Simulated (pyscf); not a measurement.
O=Ge=O (SMILES [O]=[Ge]=[O]) + CH₄ (SMILES C) -> H₃C–O–GeH=O (SMILES C[O][GeH]=[O]) (addition across a multiple bond or ene-type step; singlet surface; C–H broken, Ge–H, C–O formed). Structures and frequencies: ωB97X-D3(BJ)/def2-SVP in PySCF. MP2 and CC: frozen core, UHF for open shells. ΔMP2 is the change of the MP2 total energy from the triple- to the quadruple-zeta basis. Energies in kcal/mol from the separated reactants.

| level | barrier | reaction energy |
|---|---|---|
| ωB97X-D3(BJ)/def2-TZVP | 74.4 | -20.3 |
| r²SCAN/def2-TZVP | 69.1 | -15.1 |
| B3LYP-D3(BJ)/def2-TZVP | 71.3 | -15.6 |
| ωB97M-D3(BJ)/def2-TZVP | 74.8 | -17.7 |
| HF/def2-TZVP | 85.7 | -26.2 |
| CCSD/def2-TZVPP | ? | -18.5 |
| CCSD(T)/def2-TZVPP + ΔMP2(QZVPP) | ? | ? |

Some entries are withheld; supply them.


- CCSD/def2-TZVPP, barrier: 78.7
- CCSD(T)/def2-TZVPP + ΔMP2(QZVPP), barrier: 74.1
- CCSD(T)/def2-TZVPP + ΔMP2(QZVPP), reaction energy: -15.5

On the product side the descent ends in a point that may be a rotor saddle (no frequency run), 3.1 kcal/mol over the lowest minimum found and 91.6 kcal/mol under the saddle at ωB97X-D3(BJ)/def2-TZVP. From the product side, H₃C–O• + [O=GeH]• lies, by one bond made or cut, 7.0 kcal/mol under this saddle at ωB97M-D3(BJ)/def2-TZVP. H₃C–O–GeH=O lies 24.0 kcal/mol over its isomer H₃C–Ge(=O)–OH (electronic energy, ωB97M-D3(BJ)/def2-TZVP). One saddle was located; it need not be the lowest between these sides. The CCSD(T) − MP2 part came from Ansatz, without density fitting, on the same reference. The largest closed-shell T1 diagnostic is 0.030, which may signal static correlation. The frozen core leaves the outer d or s,p core shells of the metals and heavy elements correlated in the MP2 and CC values, and def2-TZVPP describes them poorly, which can shift differences by a few kcal/mol. Elements up to Kr have no core potential and no relativistic terms here.
